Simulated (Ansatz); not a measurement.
# C3H7NO: one species, many methods

How much do the methods differ for C3H7NO? The plan is to run it at one geometry with functionals of several rungs and with coupled cluster, and see how far each lands from CCSD(T) at the basis-set limit for the atomisation energy.

The runs use Ansatz 0.2.0, Gaussian basis; functionals in def2-TZVPP, the program's frozen cores in correlated methods.

Levels to be run: LDA (SPW92), PBE-D4, revPBE-D4, BLYP-D4, r2SCAN-D4, B97M-V, PBE0-D4, B3LYP-D4, r2SCANh-D4, r2SCAN0-D4, HSE06-D4, BHLYP-D4, CAM-B3LYP-D4, LC-ωPBE, ωB97X-V, ωB97M-V, B2PLYP, PBE-QIDH; CCSD(T)/def2-SVP; CCSD(T)/def2-TZVPP; MP2/def2-QZVPP; extrapolation to the limit; RPA on PBE.

### Step 1. Structure used throughout

An earlier PBE0-D4 in a triple-zeta def2 set relaxation fixed the geometry.

SMILES `CC(N)C=O`, 12 atoms, charge 0, spin multiplicity 1.

Atoms are counted from 1 here; the program's logs count them from 0.

Bond lengths: C1–C2 1.522 Å, C1–H6 1.091 Å, C1–H7 1.093 Å, C1–H8 1.093 Å, C2–N3 1.450 Å, C2–C4 1.513 Å, C2–H9 1.099 Å, N3–H10 1.012 Å, N3–H11 1.011 Å, C4–O5 1.199 Å, C4–H12 1.113 Å. Angles: C2–C1–H6 110.9°, C2–C1–H7 110.0°, C2–C1–H8 110.6°, H6–C1–H7 108.2°, H6–C1–H8 109.0°, H7–C1–H8 108.1°, C1–C2–N3 109.7°, C1–C2–C4 107.4°, C1–C2–H9 109.1°, N3–C2–C4 108.4°, N3–C2–H9 114.6°, C4–C2–H9 107.3°, C2–N3–H10 111.6°, C2–N3–H11 111.0°, H10–N3–H11 107.7°, C2–C4–O5 124.6°, C2–C4–H12 113.5°, O5–C4–H12 121.9°.

### Step 2. LDA

This LDA is Slater exchange with PW92 correlation.

Contents of in.yaml:

```yaml
crystal:
  periodic: [false, false, false]
  atoms:
    - {symbol: C, position_ang: [-0.921949, -0.892818, 0.043290]}
    - {symbol: C, position_ang: [0.078023, 0.221990, 0.317485]}
    - {symbol: N, position_ang: [1.428488, -0.297970, 0.219131]}
    - {symbol: C, position_ang: [-0.109097, 1.272818, -0.754409]}
    - {symbol: O, position_ang: [-0.706423, 2.301498, -0.603736]}
    - {symbol: H, position_ang: [-1.945157, -0.518056, 0.092336]}
    - {symbol: H, position_ang: [-0.812457, -1.685523, 0.788338]}
    - {symbol: H, position_ang: [-0.749375, -1.328762, -0.944019]}
    - {symbol: H, position_ang: [-0.162027, 0.692534, 1.280697]}
    - {symbol: H, position_ang: [2.105149, 0.350285, 0.600391]}
    - {symbol: H, position_ang: [1.519492, -1.169965, 0.723524]}
    - {symbol: H, position_ang: [0.352235, 0.998771, -1.729027]}
basis:
  gaussian: {orbitals: def2-TZVPP}
hamiltonian: {xc: lda}
output: {orbitals: {seedname: orbitals}}
```

After this run come: PBE-D4 (GGA); revPBE-D4 (GGA); BLYP-D4 (GGA); r2SCAN-D4 (meta-GGA); B97M-V (meta-GGA); PBE0-D4 (hybrid); B3LYP-D4 (hybrid); r2SCANh-D4 (hybrid); r2SCAN0-D4 (hybrid); HSE06-D4 (hybrid); BHLYP-D4 (hybrid); CAM-B3LYP-D4 (range-separated); LC-ωPBE (range-separated); ωB97X-V (range-separated); ωB97M-V (range-separated); B2PLYP (double hybrid); PBE-QIDH (double hybrid); CCSD(T) in def2-SVP; CCSD(T) in def2-TZVPP; MP2 in def2-QZVPP; RPA on PBE orbitals.

Q: Predict the results of all the runs planned. Wanted: atomisation energy, CCSD(T)/CBS; farthest beyond LDA; mean size of error, GGA; mean size of error, meta-GGA; mean size of error, hybrid; mean size of error, range-separated; mean size of error, double hybrid; gap, smallest and largest; T1 diagnostic.

The runs gave:

| quantity | value |
| --- | --- |
| atomisation energy, CCSD(T)/CBS | 1138.2 kcal/mol |
| functionals within 5.7 kcal/mol (0.5 %) | revPBE-D4, r2SCAN-D4, B97M-V, B3LYP-D4, LC-ωPBE, ωB97X-V, ωB97M-V |
| farthest beyond LDA | BHLYP-D4 (-37.6 kcal/mol) |
| mean size of error, GGA | 14.6 kcal/mol |
| mean size of error, meta-GGA | 0.4 kcal/mol |
| mean size of error, hybrid | 13.8 kcal/mol |
| mean size of error, range-separated | 4.3 kcal/mol |
| mean size of error, double hybrid | 7.9 kcal/mol |
| gap, smallest and largest | 3.63 eV (LDA (SPW92)), 11.79 eV (LC-ωPBE) |
| T1 diagnostic | 0.0126 |
| triples share of the correlation energy | 3.9 % |

**Reading.** The LDA atomisation energy is off by 178.5 kcal/mol (16 %): it overbinds. PBE-D4 is off by +33.9 kcal/mol. Double hybrids carry the basis error of their MP2 part in triple zeta, and no dispersion term here, so their miss is partly the set-up's. The rungs meta-GGA, range-separated miss on average by less than the doubt on the reference (5.7 kcal/mol), so they tie. The reference freezes the cores and leaves out relativity and excitations past (T), so misses under about 5.7 kcal/mol can't be ranked. Hartree-Fock recovers 71 % of the binding; the rest is correlation. CCSD(T) in def2-SVP is off by -54.5 kcal/mol, so the small basis spoils what the method gains. The gap grows from 3.6 to 11.8 eV across the functionals, mostly with the share of exact exchange.
